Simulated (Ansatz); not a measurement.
# BH₄+ (singlet): wave-function methods side by side at distance B1–H3 = 1.346 Å, cc-pVDZ

How much of the correlation energy of BH₄+ (singlet) does each wave-function method recover here?

Computed with Ansatz 0.2.0, Gaussian basis. Level: cc-pVDZ, correlated electrons: outside noble gas.

The runs, in order: UHF; CCSD(T) on RHF; BCCD(T) on RHF; CISD; CCSDT(Q) on RHF; CASSCF and MRCISD+Q, 2 electrons in 2 orbitals; CASSCF and NEVPT2, 2 electrons in 2 orbitals; CASSCF and MRCISD+Q, 6 electrons in 8 orbitals; CASSCF and NEVPT2, 6 electrons in 8 orbitals; Full CI.

### 1 The system

The geometry derives from a PBE0/def2-TZVP stationary point (not a proven minimum). One bond is set to the value named and the two fragments are kept rigid.

5 atoms, charge 1, spin multiplicity 1.

Atoms are counted from 1 here; the program's logs count them from 0.

Bond lengths: B1–H2 1.210 Å, B1–H3 1.346 Å, B1–H4 1.210 Å, B1–H5 1.210 Å. Angles: H2–B1–H3 90.0°, H2–B1–H4 90.0°, H2–B1–H5 180.0°, H3–B1–H4 180.0°, H3–B1–H5 90.0°, H4–B1–H5 90.0°.

In the tables R marks a restricted determinant and U an unrestricted one; 'valence' is the active space of 6 electrons in 8 orbitals; 'pair' is the active space of 2 electrons in 2 orbitals; correlation energies count from the lowest restricted Hartree-Fock solution.

### 2 UHF

in.yaml reads:

```yaml
crystal:
  periodic: [false, false, false]
  atoms:
    - {symbol: B, position_ang: [0.000163, 0.006478, -0.006564]}
    - {symbol: H, position_ang: [-0.015420, 0.867905, 0.843268]}
    - {symbol: H, position_ang: [-0.023554, -0.938888, 0.951265]}
    - {symbol: H, position_ang: [0.021486, 0.856445, -0.867735]}
    - {symbol: H, position_ang: [0.015746, -0.854948, -0.856396]}
basis:
  gaussian: {orbitals: cc-pVDZ}
total_charge: 1
magnetization: {spin_polarized: true, initial_magnetization: 0}
hamiltonian: {xc: hf}
output: {orbitals: {seedname: orbitals}}
```

Started as:

```bash
$ ansatz run in.yaml --threads 1 --pin off --events-out ev --progress --plain --max-ram 2393MiB
```

Further steps of the session: CCSD(T) on RHF; BCCD(T) on RHF; CISD; CCSDT(Q) on RHF; CASSCF and MRCISD+Q, 2 electrons in 2 orbitals; CASSCF and NEVPT2, 2 electrons in 2 orbitals; CASSCF and MRCISD+Q, 6 electrons in 8 orbitals; CASSCF and NEVPT2, 6 electrons in 8 orbitals; Full CI.

Before running them: what should the planned runs give, taken together? Wanted: correlation energy, FCI; RMP2 from FCI; RCCSD from FCI; RCCSD(T) from FCI; RCCSDT(Q) from FCI; NEVPT2 pair from FCI; MRCISD+Q pair from FCI; NEVPT2 valence from FCI; T1 diagnostic.

As calculated:

| quantity | value |
| --- | --- |
| correlation energy, FCI | -3.7605 eV |
| RMP2 from FCI | +825.7 meV |
| RCCSD from FCI | +99.7 meV |
| RCCSD(T) from FCI | +21.6 meV |
| RCCSDT(Q) from FCI | +1.1 meV |
| NEVPT2 pair from FCI | +727.6 meV |
| MRCISD+Q pair from FCI | -21.4 meV |
| NEVPT2 valence from FCI | +454.9 meV |
| levels within 1 kcal/mol (43 meV) | RCCSD(T), BCCD(T), RCCSDT, RCCSDT(Q), MRCISD+Q pair, MRCISD+Q valence |
| T1 diagnostic | 0.008 |
| effectively unpaired electrons | 0.07 |

RCCSD(T) misses by +21.6 meV, 0.6 % of the correlation energy. MRCISD+Q pair falls below full CI, which methods that aren't variational can do. One determinant dominates. Of the multireference levels listed MRCISD+Q valence comes nearest (+7.5 meV). These misses are within one basis and frozen core, not against nature; frozen cores of the runs differ by up to some meV.
